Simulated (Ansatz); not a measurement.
# AlH2S− (SMILES [AlH2][S-]): single points off equilibrium

The atoms stand at a structure displaced at random from a GFN2-xTB minimum. How far do the functionals agree with CCSD(T) there?

Program: Ansatz 0.2.0, Gaussian basis. Level of theory: single points in def2-TZVPPD. These are calculated values, not measurements.

Cores are frozen in the correlated methods.

## Step 1: The system as given

SMILES `[AlH2][S-]`, 4 atoms, charge -1, spin multiplicity 1.

Atoms are counted from 1 here; the program's logs count them from 0.

Bond lengths: Al1–S2 1.963 Å, Al1–H3 1.600 Å, Al1–H4 1.760 Å. Angles: S2–Al1–H3 135.6°, S2–Al1–H4 120.4°, H3–Al1–H4 101.9°.

As a file:

```
Al   -0.0427   -0.0728    0.1186
S     1.3556   -0.0794    1.4959
H    -1.2382   -1.0489   -0.3015
H     0.1241    0.9348   -1.3143
```

## Step 2: CCSD(T)/def2-TZVPPD

File run/in.yaml:

```yaml
crystal:
  periodic: [false, false, false]
  atoms:
    - {symbol: Al, position_ang: [-0.042700, -0.072800, 0.118600]}
    - {symbol: S, position_ang: [1.355600, -0.079400, 1.495900]}
    - {symbol: H, position_ang: [-1.238200, -1.048900, -0.301500]}
    - {symbol: H, position_ang: [0.124100, 0.934800, -1.314300]}
basis:
  gaussian: {orbitals: "def2-TZVPPD.json"}
total_charge: -1
correlation: {method: ccsd_t}
output: {forces: true}
```

The basis file named in the input lies beside it (Basis Set Exchange, JSON).

The command line of these runs was not kept.

## Step 3: PBE0-D4/def2-TZVPPD

Changes to run/in.yaml since step 2:

```diff
@@ -10,3 +10,3 @@
 total_charge: -1
-correlation: {method: ccsd_t}
-output: {forces: true}
+hamiltonian: {xc: pbe0, dispersion: d4}
+output: {forces: true, orbitals: {seedname: orbitals}}
```

## Step 4: wB97M-V/def2-TZVPPD

Changes to run/in.yaml since step 3:

```diff
@@ -10,3 +10,3 @@
 total_charge: -1
-hamiltonian: {xc: pbe0, dispersion: d4}
-output: {forces: true, orbitals: {seedname: orbitals}}
+hamiltonian: {xc: {name: wB97M-V}}
+output: {forces: true}
```

## Step 5: r2SCAN-D4/def2-TZVPPD

Changes to run/in.yaml since step 4:

```diff
@@ -10,3 +10,3 @@
 total_charge: -1
-hamiltonian: {xc: {name: wB97M-V}}
+hamiltonian: {xc: r2scan, dispersion: d4}
 output: {forces: true}
```

## Step 6: PBE-D4/def2-TZVPPD

Changes to run/in.yaml since step 5:

```diff
@@ -10,3 +10,3 @@
 total_charge: -1
-hamiltonian: {xc: r2scan, dispersion: d4}
+hamiltonian: {xc: pbe, dispersion: d4}
 output: {forces: true}
```

## Step 7: CAM-B3LYP-D4/def2-TZVPPD

Changes to run/in.yaml since step 6:

```diff
@@ -10,3 +10,3 @@
 total_charge: -1
-hamiltonian: {xc: pbe, dispersion: d4}
+hamiltonian: {xc: {name: CAM-B3LYP}, dispersion: d4}
 output: {forces: true}
```

## Step 8: HSE06-D4/def2-TZVPPD

Changes to run/in.yaml since step 7:

```diff
@@ -10,3 +10,3 @@
 total_charge: -1
-hamiltonian: {xc: {name: CAM-B3LYP}, dispersion: d4}
+hamiltonian: {xc: hse06, dispersion: d4}
 output: {forces: true}
```

(Steps that only read results are left out.)

What does the calculation give? Wanted: RMS force component; RMS force error; HOMO and LUMO, PBE0-D4; T1 diagnostic.

**Answer**, as computed:

| quantity | value |
| --- | --- |
| RMS force component | 1.401 to 1.572 eV/Å over the methods |
| RMS force error | PBE0-D4 0.151, wB97M-V 0.150, r2SCAN-D4 0.117, PBE-D4 0.109, CAM-B3LYP-D4 0.198, HSE06-D4 0.144 eV/Å |
| HOMO and LUMO, PBE0-D4 | -1.24 and 3.42 eV |
| T1 diagnostic | 0.013 |

On forces the order runs from PBE-D4 to CAM-B3LYP-D4. Frozen-core CCSD(T) forces in triple zeta carry basis errors of their own, and this is one geometry, so small gaps rank nothing.
